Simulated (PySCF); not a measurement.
# Computed NMR parameters against published values

Molfile (atoms numbered from 1):
```
C4H7Cl
     RDKit          3D

 12 12  0  0  0  0  0  0  0  0999 V2000
    2.0134   -1.7650    0.6855 Cl  0  0  0  0  0  0  0  0  0  0  0  0
    1.3868   -0.1362    0.2744 C   0  0  0  0  0  0  0  0  0  0  0  0
    0.1091   -0.2084   -0.4872 C   0  0  0  0  0  0  0  0  0  0  0  0
   -0.8607    0.9315   -0.3602 C   0  0  0  0  0  0  0  0  0  0  0  0
   -1.1771   -0.3991    0.2482 C   0  0  0  0  0  0  0  0  0  0  0  0
    1.2514    0.3894    1.2202 H   0  0  0  0  0  0  0  0  0  0  0  0
    2.1747    0.3568   -0.2944 H   0  0  0  0  0  0  0  0  0  0  0  0
    0.1880   -0.6743   -1.4630 H   0  0  0  0  0  0  0  0  0  0  0  0
   -0.6000    1.7451    0.3061 H   0  0  0  0  0  0  0  0  0  0  0  0
   -1.3995    1.2370   -1.2478 H   0  0  0  0  0  0  0  0  0  0  0  0
   -1.1221   -0.4889    1.3266 H   0  0  0  0  0  0  0  0  0  0  0  0
   -1.9426   -1.0090   -0.2135 H   0  0  0  0  0  0  0  0  0  0  0  0
  1  2  1  0
  2  3  1  0
  3  4  1  0
  4  5  1  0
  5  3  1  0
  2  6  1  0
  2  7  1  0
  3  8  1  0
  4  9  1  0
  4 10  1  0
  5 11  1  0
  5 12  1  0
M  END
```

Measured values that the calculation should reproduce: δ ¹³C C3 13.6; C4/C5 5.5 ppm (measured; solution, not stated per compound (mostly CDCl3 or CCl4); Pretsch, Buehlmann, Badertscher, Structure Determination of Organic Compounds, 4th ed. (2009)).

Method: GIAO B97-2/pcSseg-2 shieldings, coordinates at the PBE0-D3(BJ)/def2-TZVP level, in PySCF (in vacuum, fast rotation and ring inversion assumed for equivalent nuclei, non-relativistic, one conformer).

Question: Set the calculated values beside the experiment.

Answer: 
Reference values: measured (solution, not stated per compound (mostly CDCl3 or CCl4); Pretsch, Buehlmann, Badertscher, Structure Determination of Organic Compounds, 4th ed. (2009)).
| atoms | quantity | reference | computed | computed, scaled |
| --- | --- | --- | --- | --- |
| C3 | δ ¹³C | 13.6 | 17.3 | 14.7 |
| C4/C5 | δ ¹³C | 5.5 | 8.1 | 5.7 |

Computed shifts are σ(ref) − σ with the named reference compound (TMS for H and C) calculated as an isolated molecule at the same level. The measured values may be among those fitted. Scaled to experiment by linear calibration (H and C: mostly CDCl3 data, vs TMS): ¹³C: δ = 176.83 − 0.965σ -4.5 per attached Cl (rms 2.0 ppm, 507 shifts, 2.1 ppm with the 1 outlier that the fit left out). Occasional misses reach two or three times the rms, and more in compound classes unlike the fitted ones.

Question: How far are the unscaled ¹³C shifts from the references?

Answer: Mean signed difference +3.15 ppm, mean absolute 3.15 ppm over 2 comparisons; the largest is +3.7 ppm at C3 (three-membered-ring carbon).
